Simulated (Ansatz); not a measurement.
# HSO+ (SMILES [OH+]=S): single points off equilibrium

An exercise on one series of results from a longer session: the logs are not shown, and one member is left open.

The runs use Ansatz 0.2.0, Gaussian basis; single points in def2-TZVPP.

Correlated methods freeze the cores. B3LYP uses VWN-RPA correlation.

## Where the work starts

3 atoms, charge 1, spin multiplicity 1.

Atoms are counted from 1 here; the program's logs count them from 0.

Bond lengths: O1–S2 1.486 Å, O1–H3 1.165 Å. Angles: S2–O1–H3 120.0°.

Coordinates:

```xyz
3

O     0.1823   -0.4172    0.1644
S     0.6958    0.9271    0.5352
H    -0.7904   -0.5152   -0.4691
```

The first run:

The input, run/in.yaml:

```yaml
crystal:
  periodic: [false, false, false]
  atoms:
    - {symbol: O, position_ang: [0.182300, -0.417200, 0.164400]}
    - {symbol: S, position_ang: [0.695800, 0.927100, 0.535200]}
    - {symbol: H, position_ang: [-0.790400, -0.515200, -0.469100]}
basis:
  gaussian: {orbitals: def2-TZVPP}
total_charge: 1
correlation: {method: ccsd_t}
output: {forces: true}
```

The command line of these runs was not kept.

Steps of the session up to this table: CCSD(T)/def2-TZVPP; PBE0-D4/def2-TZVPP; wB97M-V/def2-TZVPP; r2SCAN-D4/def2-TZVPP; PBE-D4/def2-TZVPP; B3LYP-D4/def2-TZVPP; SPW92/def2-TZVPP.

One of the session's tables, all rows but one given; the rest of the session is left out.

```
   method  RMS force component (eV/Å)  angle to CCSD(T) forces (°)
  CCSD(T)                       2.466                    reference
  PBE0-D4                           ?                            ?
  wB97M-V                       2.231                          8.2
r2SCAN-D4                       2.195                          2.4
   PBE-D4                       2.244                          5.7
 B3LYP-D4                       2.231                          4.0
    SPW92                       1.967                          2.6
```

**Question.** Estimate the row for PBE0-D4.

As computed: RMS force component (eV/Å): 2.182; angle to CCSD(T) forces (°): 8.9. In the column «RMS force component (eV/Å)» it lies between SPW92 (1.967) and r2SCAN-D4 (2.195).
